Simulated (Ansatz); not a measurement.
Reaction (substitution at a C–C bond): `NCCS` + `OCS` → `NCSCO` + CH₃SH

Calculated with Ansatz (gas phase, PBE0-D4/def2-TZVP geometries, no zero-point term in ΔE). CBS: MP2 limit from def2 TZ/QZ plus the TZ coupled-cluster correction, frozen cores. This one scheme is used for every species. DFT in def2-TZVPP. B3LYP here is the variant with VWN-RPA as its local correlation; programs differ in this. Each species was taken in one conformer, which may not be the lowest.

**Question.** Is it downhill or uphill in electronic energy at CCSD(T)/CBS, and by how much? (An estimate is asked.)

**Answer.** Ansatz gave: Downhill: ΔE = -6.3 kJ/mol.

**Question.** What do these levels give: B3LYP-D4, B2PLYP, PBE0, HF/def2-TZVPP, HF/CBS(def2), MP2/CBS(def2)? (Estimate.)

**Answer.** Ansatz gave: B3LYP-D4 -11.8, B2PLYP -10.1, PBE0 -11.0, HF/def2-TZVPP -5.2, HF/CBS(def2) -5.0, MP2/CBS(def2) -7.6 kJ/mol.

Largest T1 diagnostic among the species: 0.011.

From PBE to PBE0 (25 % exact exchange), in def2-TZVPP and without D4, ΔE moves by +4.6 kJ/mol.
